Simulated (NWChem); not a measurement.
Species: hydroxide (OH anion); SMILES [OH-]

```xyz
2

O      0.0000     0.0000     0.1031
H      0.0000     0.0000    -0.8644
```
Atoms are numbered in this order, from 1.

Results from NWChem. Sets without diffuse functions describe the anion's extra electron poorly. The geometry was optimised at B3LYP/def2-SVPD. Vzz is the largest principal value of the second derivative of the potential at the nucleus (NWChem prints the opposite sign); η is the asymmetry. Non-relativistic.

For level Hartree-Fock/cc-pVTZ:

```yaml
Vzz O1 (a.u.): 2.095
```

Q: What are these values for level Hartree-Fock/def2-SVP?

A: 
- Vzz O1 (a.u.) = 2.298
